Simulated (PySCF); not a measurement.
Acid–base and redox partners of OC=O. All species are isolated molecules in the gas phase. One relaxed conformer stands for each flexible species; it need not be the lowest. Strings in code marks are SMILES.

These are B3LYP-D3(BJ)/def2-TZVP // PBE0-D4/def2-TZVP run with PySCF values and carry that method's errors. B3LYP has the VWN-RPA correlation part, as in Gaussian. Excitations are Tamm–Dancoff values on a coarser integration grid. The basis has no diffuse functions, so Rydberg states are missing or too high.

| species | T1 excitation (TDA) (eV) | HOMO–LUMO gap (eV) |
|---|---|---|
| neutral parent (`O=CO` (O–C–O–H torsion 0°)) | 5.35 | 7.89 |
| proton added at O1 (`[H]/[O+]=C\O` (H–O–C–O torsion 0°)) | 6.59 | 9.35 |
| proton added at O3 (`O=C[OH2+]` (not the most basic site; O–C–O–H torsion 12°)) | 5.91 | 8.62 |
| H atom removed from C2 (`O[C]=O` (O–C–O–H torsion 0°)) | – | – |
| H atom removed from O3 (`[O]C=O`) | – | – |
